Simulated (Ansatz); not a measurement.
# FeP₂ (Pnnm, No. 58; cell taken from a computed entry)

Calculation: r²SCAN (plane waves, PAW; Ansatz, a first-principles code).

Settings: plane-wave cutoff 560 eV, 8×6×12 k mesh (along the axes of the cell as run), Fermi–Dirac smearing 0.01 eV, no spin polarisation, scalar-relativistic PAW data made under PBE.

Cell: relaxed with PBEsol: a = 4.9188 Å, b = 5.5807 Å, c = 2.6848 Å, α = β = γ = 90.00°.

* **band gap**: 0.70 eV (indirect)
* **smallest direct gap on the k points sampled**: 0.98 eV
* **Γ–Γ gap**: 2.77 eV

Measured, for comparison: band gap 0.4 eV (temperature not stated, the source names no phase, no zero-point or thermal correction, indirect, transport; upper end of the printed range; as tabulated in Tomczak (2018), arXiv:1802.07220). Computed (rounded) less measured: band gap +0.30 eV.

Note: cell and atoms aren't relaxed at this level (largest force component 0.26 eV/Å, pressure 4.3 GPa); this cell isn't known to be the ambient phase, and symmetry holds it in the calculation.

The computed numbers hold no vibrational or temperature effects.

The result took roughly 100 core-seconds.
